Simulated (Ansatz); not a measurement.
in.yaml

```yaml
crystal:
  periodic: [false, false, false]
  atoms:
    - {symbol: Si, position_ang: [0.000000, 0.000000, 0.000000]}
    - {symbol: O, position_ang: [0.000000, 0.000000, 1.713500]}
basis:
  gaussian: {orbitals: cc-pVDZ}
total_charge: 1
magnetization: {spin_polarized: false, initial_magnetization: 5}
correlation: {method: mp2, electrons: outside_noble_gas}
scf: {lower_state_search: off}
output: {forces: true}
```

```sh
$ ansatz run in.yaml --threads 1 --pin off --events-out ev --progress --plain --max-ram 2393MiB
```

The program prints:

```
these checks for a lower state are left out or cut short: starts, cluster_reference, orbital_swaps, neighbouring_geometries, increment
314 factors; integrals over basis functions are off by at most 6.0e-4 eV
mean field evaluation 1: about -9882.6226 eV, gradient 9.5e0 eV
mean field evaluation 2: about -9882.6991 eV, gradient 9.7e0 eV
mean field evaluation 4: about -9883.6826 eV, gradient 6.4e-1 eV
mean field evaluation 8: about -9883.6955 eV, gradient 1.9e-1 eV
mean field -9883.69567391 eV, -363.2191166067 hartree, gradient 1.8e-6 eV, S^2 8.750000; 0 other end points of the search recorded, 0 dependent functions left out
6 core orbitals not correlated: weight in the atoms' cores, before any rotation towards them, 1.000 or more for the frozen orbitals, at most 0.000 for the correlated occupied ones
reference -9883.69567391 eV, -363.2191166067 hartree; 7, 2 occupied and 19, 24 virtual orbitals, 314 factors
second order -3.30101261 eV of doubles, -0.12487999 eV of singles
the calculation of the forces begins
mean field evaluation 16: about -9883.5582 eV, gradient 6.9e-1 eV
Total energy: -9887.12156652 eV, -363.3450158377 hartree
Atom 0 at     0.000000     0.000000     0.000000 Å, force    -0.000000    -0.000000    -7.501007 eV/Å
Atom 1 at     0.000000     0.000000     1.713500 Å, force     0.000000     0.000000     7.501007 eV/Å
Dipole moment:     0.000000     0.000000     0.033608 e Å
Checks for a lower state left out: starts, cluster_reference, orbital_swaps, neighbouring_geometries, increment
```

Forces (eV/Å):
```
Si   0.000  0.000 -7.501
O    0.000  0.000  7.501
```

Ran on 1 thread of Arm Neoverse V1, shared host: 0.27 s wall, 0.08 GiB peak host memory.
